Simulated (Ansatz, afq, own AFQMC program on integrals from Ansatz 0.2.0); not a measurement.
**AlSiH4, doublet in 6-31G, levels against CCSDT(Q)**

```yaml
atoms:
  - { symbol: Si, position_ang: [0.0000, 0.0899, 1.8255] }
  - { symbol: Al, position_ang: [0.0000, -0.1464, -2.0553] }
  - { symbol: H, position_ang: [0.0000, 1.4711, 2.3904] }
  - { symbol: H, position_ang: [1.1989, -0.6182, 2.3611] }
  - { symbol: H, position_ang: [-1.1989, -0.6182, 2.3611] }
  - { symbol: H, position_ang: [0.0000, 1.1774, -2.9622] }
```

Connectivity, by distances: SiH3 ··· AlH.

Basis 6-31G. Noble-gas cores (and the filled d shells of Ga–Kr and In–Xe) are frozen. Integrals, coupled cluster, full CI and functionals: Ansatz 0.2.0; the random walks run on the same integrals in our own AFQMC program. The CISD trial takes its coefficients from CCSD amplitudes. Released means that phaseless walkers are propagated on without the constraint, phases kept. Uncertainties: one standard error, sampling alone.

Determinant: ROHF, the one that the program's search chose, which needn't be the lowest solution. The geometry is a point of a scan.

No full CI on the walks' own integrals is used here; CCSDT(Q) serves as the reference and is uncertain by about the last step of the cluster series.

Cautions: a spin-contaminated unrestricted determinant lies lower (UHF 132 meV lower, ⟨S²⟩ 0.95).

The T1 diagnostic is 0.0384, the weight of the determinant in the CISD state is 0.855 and the size of the correlated space is 11 electrons in 24 orbitals.

Reference: CCSDT(Q), correlation energy -3.295 eV. The released energy is read at 2.40 1/Eh (meV from the phaseless value at times in 1/Eh: -8 ± 6 at 0.24, -1 ± 6 at 0.51, 1 ± 5 at 0.99, -5 ± 7 at 1.62, 3 ± 7 at 2.40).

| level | E − E(reference) (kJ/mol) | share of correlation (%) |
| --- | --- | --- |
| HF | 317.9 | 0.00 |
| MP2 | 106.8 | 66.41 |
| CCSD | 6.1 | 98.08 |
| CCSD(T) | 2.3 | 99.29 |
| CCSDT | 0.3 | 99.92 |
| ph-AFQMC/CISD | 0.7 ± 0.4 | 99.77 |
| released AFQMC | 1.0 ± 0.7 | 99.68 |

A walk keeps the symmetry of its determinant, which the program's search chose and which needn't be the lowest solution, so a lower state of the same spin and another symmetry isn't excluded. Released energies are given only where the last usable release times agree within the noise; a slower fall can still hide under it.
